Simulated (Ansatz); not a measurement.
**MgNH (quintet): wave-function methods side by side, def2-TZVPP**

The task here is to estimate one member of a computed series from the others.

Method: def2-TZVPP, core rule «outside noble gas», up to 6 orbitals frozen; program: Ansatz 0.2.0, Gaussian basis.

Plan: UHF; ROHF; CCSD(T) on UHF.

2 further runs of the same task are left out: 2 set aside as unsound or not needed.

### What is computed

The geometry is a PBE0/def2-TZVP stationary point (not a proven minimum) of the parent state, kept for this charge and spin.

3 atoms, charge 0, spin multiplicity 5.

Atoms are counted from 1 here; the program's logs count them from 0.

Bond lengths: N1–Mg2 1.882 Å, N1–H3 1.011 Å. Angles: Mg2–N1–H3 180.0°.

Set-up of the first run:

in.yaml

```yaml
crystal:
  periodic: [false, false, false]
  atoms:
    - {symbol: N, position_ang: [0.000000, 0.000000, 0.290233]}
    - {symbol: Mg, position_ang: [0.000000, 0.000000, -1.591467]}
    - {symbol: H, position_ang: [0.000000, 0.000000, 1.301233]}
basis:
  gaussian: {orbitals: def2-TZVPP}
magnetization: {spin_polarized: true, initial_magnetization: 4}
hamiltonian: {xc: hf}
output: {orbitals: {seedname: orbitals}}
```

Command:

```bash
$ ansatz run in.yaml --threads 1 --pin off --events-out ev --progress --plain --max-ram 4096MiB --backend cpu
```

Steps of the session up to this table: UHF; ROHF; CCSD(T) on UHF.

One table of the session follows, with a row left open; its other results are not shown here.

It belongs to the step «Misses and costs». 

| method | from UCCSD(T) (kJ/mol) |
| --- | --- |
| ROHF | +452.8 |
| UHF | ? |
| UMP2 | +66.1 |
| UCCSD | +10.2 |
| UCCSD(T) | 0 |

Estimate the missing values for UHF.

**Answer.** from UCCSD(T) (kJ/mol): +431.0. In the column «from UCCSD(T) (kJ/mol)» it lies between UMP2 (+66.1) and ROHF (+452.8).
